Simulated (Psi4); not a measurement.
Psi4 input (wB97X-D/6-311+G**):

```
memory 1500 MB

molecule {
-1 1
C    -0.01834054   -0.04095923   -1.20035978
C     0.00307410    0.01730012    0.18214472
N     0.02261523    0.11860536    1.35580394
H     0.88544576   -0.36826819   -1.70388387
H    -0.95215375   -0.32001471   -1.67745335
symmetry c1
no_reorient
no_com
}

set {
  basis 6-311+G**
  reference rks
  scf_type pk
  dft_radial_points 99
  dft_spherical_points 590
  e_convergence 1e-8
  d_convergence 1e-7
  maxiter 150
}

e = energy('wb97x-d')
print_out(f'\nFINAL {e:.10f} DIPOLE {variable("CURRENT DIPOLE")[0]:.6f} {variable("CURRENT DIPOLE")[1]:.6f} {variable("CURRENT DIPOLE")[2]:.6f}\n')
```

From the last part of the output:

```
       7A     -0.307694     8A     -0.229114     9A     -0.219353
      10A     -0.178529    11A     -0.048608

    Virtual:

      12A      0.209638    13A      0.224893    14A      0.248117
      15A      0.267675    16A      0.282918    17A      0.289372
      18A      0.309996    19A      0.316770    20A      0.346344
      21A      0.371477    22A      0.412306    23A      0.442248
      24A      0.447240    25A      0.451895    26A      0.471750
      27A      0.471888    28A      0.588979    29A      0.714507
      30A      0.770696    31A      0.796641    32A      0.836441
      33A      0.852681    34A      0.880655    35A      0.916980
      36A      0.945691    37A      1.039597    38A      1.091759
      39A      1.163005    40A      1.181937    41A      1.184605
      42A      1.367773    43A      1.369238    44A      1.459916
      45A      1.555063    46A      1.580918    47A      1.713830
      48A      1.728376    49A      1.773323    50A      1.839531
      51A      1.969678    52A      2.119867    53A      2.124993
      54A      2.252804    55A      2.328173    56A      2.403216
      57A      2.428340    58A      2.469483    59A      2.769337
      60A      2.790216    61A      2.792538    62A      2.913224
      63A      2.932825    64A      3.060803    65A      3.180416
      66A      3.182495    67A      3.302714    68A      3.319240
      69A      3.372866    70A      3.544216    71A      4.062884
      72A      4.114416    73A      4.326258    74A      4.334416
      75A      4.900243    76A     24.152333    77A     24.831276
      78A     36.187278

    Final Occupation by Irrep:
              A
    DOCC [    11 ]
    NA   [    11 ]
    NB   [    11 ]

  @RKS Final Energy:  -132.13281351130047

   => Energetics <=

    Nuclear Repulsion Energy =             52.7488084873357082
    One-Electron Energy =                -287.0223336114408994
    Two-Electron Energy =                 114.9390400298217969
    DFT Exchange-Correlation Energy =     -12.7977984713893083
    Empirical Dispersion Energy =          -0.0005299456277478
    VV10 Nonlocal Energy =                  0.0000000000000000
    Total Energy =                       -132.1328135113004691

Computation Completed

Properties will be evaluated at   0.000000,   0.000000,   0.000000 [a0]

Properties computed using the SCF density matrix

 Multipole Moments:

 ------------------------------------------------------------------------------------
     Multipole            Electronic (a.u.)      Nuclear  (a.u.)        Total (a.u.)
 ------------------------------------------------------------------------------------

 L = 1.  Multiply by 2.5417464519 to convert [e a0] to [Debye]
 Dipole X            :         -0.0173292           -0.0000000           -0.0173293
 Dipole Y            :         -0.4031654           -0.0000001           -0.4031654
 Dipole Z            :         -0.4687802           -0.0000000           -0.4687802
 Magnitude           :                                                    0.6185447

 ------------------------------------------------------------------------------------

FINAL -132.1328135113 DIPOLE -0.017329 -0.403165 -0.468780

*** Psi4 exiting successfully. Buy a developer a beer!
```

The dipole moment of an ion depends on the origin.
